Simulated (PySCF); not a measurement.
Thiazole, C3H3NS.
Atom-mapped SMILES: `[cH:1]1[cH:2][s:3][cH:4][n:5]1` (hydrogens: H6 on C1; H7 on C2; H8 on C4)

The closed-shell ground state was solved at several levels (PySCF, density fitting, gas phase, non-relativistic). Geometry: PBE0-D3(BJ)/def2-SVP; no solvent, vibrations or thermal averaging.

```csv
level,basis functions,HOMO (eV),LUMO (eV),gap (eV),dipole (D)
LDA/def2-SVPD,131,-6.58,-2.04,4.54,1.60
PBE0/def2-SVPD,131,-7.42,-0.93,6.49,1.55
wB97X-D/def2-SVPD,131,-9.22,0.83,10.05,1.59
PBE0/def2-TZVPD,221,-7.35,-0.92,6.43,1.57
CAM-B3LYP/def2-SVPD,131,-8.66,0.18,8.84,1.65
B3LYP/def2-TZVP,179,-7.10,-1.07,6.03,1.60
PBE0/aug-cc-pVDZ,146,-7.34,-0.90,6.44,1.56
LC-wPBE/def2-SVPD,131,-10.01,1.24,11.25,1.61
HF/def2-SVPD,131,-9.45,2.26,11.71,1.52
PBE0/def2-TZVP,179,-7.32,-0.86,6.46,1.56
B3LYP/aug-cc-pVTZ-J,312,-7.14,-1.15,5.99,1.62
```

**Question.** What might PBE0/def2-SVP (89 basis functions) give for the same quantities?

**Answer.** HOMO -7.34 eV, LUMO -0.75 eV, gap 6.59 eV, dipole 1.54 D.

**Question.** Over all these levels, which gives the widest orbital gap and which the narrowest?

**Answer.** HF/def2-SVPD (Hartree–Fock, all exact exchange) has the widest, 11.71 eV, and LDA/def2-SVPD (LDA) the narrowest, 4.54 eV. The two share the basis. From the narrowest to the widest the HOMO moves by -2.87 eV and the LUMO by +4.30 eV.

**Question.** How much does the basis alone move the frontier levels among the 5 PBE0 rows (the withheld one included)?

**Answer.** The HOMO by 0.10 eV and the LUMO by 0.18 eV. By rising basis size (HOMO, LUMO in eV): def2-SVP -7.34, -0.75; def2-SVPD -7.42, -0.93; aug-cc-pVDZ -7.34, -0.90; def2-TZVP -7.32, -0.86; def2-TZVPD -7.35, -0.92.

**Question.** In the def2-SVPD basis, how does the gap go with the fixed share of exact exchange?

**Answer.** LDA (0 %) 4.54 eV; PBE0 (25 %) 6.49 eV; HF (100 %) 11.71 eV. Each rise in the share widens the gap here.

**Question.** How far do the dipole and the HOMO energy spread over the levels?

**Answer.** The dipole runs from 1.52 to 1.65 D (mean 1.58 D) and the HOMO from -10.01 to -6.58 eV.
